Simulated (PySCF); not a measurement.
Job file and geometry (Å, from GFN2-xTB) of a spin–spin coupling run on `BNB`, B₂H₅N, PySCF, B3LYP/pcJ-1 indirect spin-spin coupling, non-relativistic, gas phase; density fitting, a coarse starting grid and PySCF grid level 2 are the driver's defaults:

```
{"job": {"kind": "j", "xc": "B3LYP", "basis": "pcJ-1"}, "charge": 0, "multiplicity": 1}
B      1.088339     0.155182     0.670818
N      0.118555    -0.384488    -0.197522
B     -1.166607     0.111709    -0.493489
H      2.114241    -0.398293     0.799743
H      0.849928     1.143844     1.246081
H      0.379403    -1.241486    -0.668665
H     -1.847537    -0.473536    -1.247468
H     -1.527265     1.096480     0.021418
```

Question: Write the output of this run.

Answer: 
```
coarse grid: 6336 points
cycle   1  E = -107.4784959486  dE =  2.979e-02  |g| = 3.392e-01  |ddm| = 2.062e+00
cycle   2  E = -107.4628736558  dE =  1.562e-02  |g| = 4.508e-01  |ddm| = 4.962e-01
cycle   3  E = -107.5052497662  dE = -4.238e-02  |g| = 6.537e-02  |ddm| = 2.810e-01
cycle   4  E = -107.5062243030  dE = -9.745e-04  |g| = 1.485e-02  |ddm| = 5.490e-02
cycle   5  E = -107.5062819845  dE = -5.768e-05  |g| = 1.459e-03  |ddm| = 1.279e-02
cycle   6  E = -107.5062826149  dE = -6.303e-07  |g| = 1.862e-04  |ddm| = 2.046e-03
final grid: 60272 points
cycle   7  E = -107.5244015381  dE = -4.729e-05  |g| = 5.737e-03  |ddm| = 1.072e-02
cycle   8  E = -107.5243918073  dE =  9.731e-06  |g| = 8.995e-03  |ddm| = 7.843e-03
cycle   9  E = -107.5244082365  dE = -1.643e-05  |g| = 4.128e-04  |ddm| = 4.708e-03
cycle  10  E = -107.5244082762  dE = -3.968e-08  |g| = 1.528e-04  |ddm| = 4.413e-04
cycle  11  E = -107.5244082829  dE = -6.760e-09  |g| = 1.257e-05  |ddm| = 1.453e-04
cycle  12  E = -107.5244082829  dE = -3.175e-11  |g| = 4.517e-06  |ddm| = 1.292e-05
converged SCF energy = -107.5244082829

Indirect spin-spin couplings (Hz)
  i      j    bonds     total        FC       PSO       DSO        SD
  0 B    1 N    1    -22.460   -25.211     2.976    -0.054    -0.171
  0 B    2 B    2      1.819     1.473     0.344    -0.195     0.196
  0 B    3 H    1    134.710   134.959    -1.235     0.492     0.494
  0 B    4 H    1    140.445   140.681    -1.280     0.516     0.528
  0 B    5 H    2     -3.186    -1.845    -0.329    -0.933    -0.079
  0 B    6 H    3      7.588     7.658     0.600    -0.650    -0.019
  0 B    7 H    3      5.783     5.898     0.066    -0.177    -0.004
  1 N    2 B    1    -22.465   -25.215     2.976    -0.054    -0.172
  1 N    3 H    2     -1.875    -2.360     0.383     0.121    -0.020
  1 N    4 H    2     -4.157    -4.720     0.455     0.114    -0.006
  1 N    5 H    1    -73.839   -70.775    -2.542    -0.258    -0.263
  1 N    6 H    2     -1.862    -2.347     0.384     0.122    -0.020
  1 N    7 H    2     -4.153    -4.717     0.456     0.113    -0.006
  2 B    3 H    3      7.587     7.657     0.599    -0.649    -0.020
  2 B    4 H    3      5.779     5.893     0.067    -0.177    -0.004
  2 B    5 H    2     -3.136    -1.796    -0.324    -0.936    -0.079
  2 B    6 H    1    134.750   134.998    -1.236     0.493     0.495
  2 B    7 H    1    140.422   140.658    -1.280     0.516     0.528
  3 H    4 H    2     10.709    10.682     2.213    -2.316     0.129
  3 H    5 H    3      8.432     8.672     0.151    -0.493     0.102
  3 H    6 H    4      0.944     1.060     1.300    -1.415    -0.002
  4 H    5 H    3     13.146    13.533     2.921    -3.300    -0.007
  4 H    7 H    4      0.319     0.341    -0.657     0.616     0.018
  5 H    6 H    3      8.431     8.673     0.157    -0.500     0.101
  5 H    7 H    3     13.178    13.564     2.924    -3.303    -0.007
  6 H    7 H    2     10.752    10.726     2.218    -2.321     0.129
```

Size and cost of the density-fitted run: 131 basis functions, 6.6 s wall time on 1 thread of an Arm Neoverse V1, shared host.
